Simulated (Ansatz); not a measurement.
```yaml
crystal:
  periodic: [false, false, false]
  atoms:
    - {symbol: C, position_ang: [0.000000, 0.000000, -1.249501]}
    - {symbol: C, position_ang: [0.000000, 0.000000, 0.028664]}
    - {symbol: N, position_ang: [0.000000, 0.000000, 1.220838]}
basis:
  gaussian: {orbitals: def2-TZVP}
magnetization: {spin_polarized: true, initial_magnetization: 3}
hamiltonian: {xc: pbe0}
relax: {f_tol: 0.004, max_steps: 80}
```

```sh
$ ansatz run in.yaml --threads 1 --pin off --events-out ev --progress --plain --max-ram 2176MiB
```

Steps of the relaxation (energy above the last step; positions in Å, forces in eV/Å):

```
3
step 1, 24.9 meV
C     0.000    0.000   -1.250    0.000    0.000   -1.659
C     0.000    0.000    0.029    0.000    0.000    1.245
N     0.000    0.000    1.221    0.000    0.000    0.414
```

```
3
step 2, 3.9 meV
C     0.000    0.000   -1.263    0.000    0.000   -0.528
C     0.000    0.000    0.034    0.000    0.000    0.759
N     0.000    0.000    1.230    0.000    0.000   -0.232
```

```
3
step 3, 0.6 meV
C     0.000    0.000   -1.269    0.000    0.000   -0.080
C     0.000    0.000    0.038    0.000    0.000    0.321
N     0.000    0.000    1.231    0.000    0.000   -0.242
```

```
3
step 5, 0.0 meV
C     0.000    0.000   -1.270    0.000    0.000    0.000
C     0.000    0.000    0.040    0.000    0.000    0.000
N     0.000    0.000    1.230    0.000    0.000    0.000
```

Close pairs at the end: C2–N3 1.190 Å, C1–C2 1.310 Å.

A stationary point of unrestricted PBE0 after 5 steps, with ⟨S²⟩ = 3.819 against 3.75 for a pure state; no frequencies were run, so it isn't proven a minimum. 5.5 s on 1 thread of Intel Xeon 6975P-C, shared host.
